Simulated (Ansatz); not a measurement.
Basis-set extrapolation for B₂H₅N, SMILES `BBN` (PBE0-D4/def2-TZVP geometry, frozen core, Ansatz 0.2.0). Multiplicity 1, RHF reference.

```csv
,def2-TZVPP,def2-QZVPP
HF,-106.772925,-106.778339
MP2 correlation,-0.416494,-0.444617
CCSD(T) correlation,-0.468803,not run
```

Energies in hartree. Use E(X) = E(∞) + A·exp(−7.88·√X) for Hartree–Fock and E(X) = E(∞) + B·X^(−2.97) for correlation, with X = 3 and 4, and add CCSD(T) minus MP2 of the smaller set to the MP2 limit.

**Question.** What is the CCSD(T) energy at the basis-set limit?

**Answer.** HF limit: -106.778339 + (-0.005414) × 0.13774 = -106.77908. MP2 limit: -0.444617 + (-0.028123) × 0.74074 = -0.46545. Higher-order term: -0.468803 − (-0.416494) = -0.05231. Total: -107.29684 hartree, 34.6 kcal/mol below CCSD(T)/def2-TZVPP.
